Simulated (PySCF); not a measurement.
```xyz
5

C     -0.1456    -0.0089     0.0037
Cl     1.6235     0.0995    -0.0418
H     -0.4812    -0.5831    -0.8567
H     -0.4401    -0.5047     0.9257
H     -0.5567     0.9972    -0.0310
```

Charge 0, multiplicity 1.

Q: Give the Mulliken and meta-Löwdin atomic charges from PBE0-D4/def2-TZVP (PySCF 2.14.0).

A: 
```
atom  Mulliken (e)  meta-Löwdin (e)
----  ------------  ---------------
C1           -0.29            -0.31
Cl2          -0.15            -0.12
H3            0.15             0.14
H4            0.15             0.14
H5            0.15             0.14
```
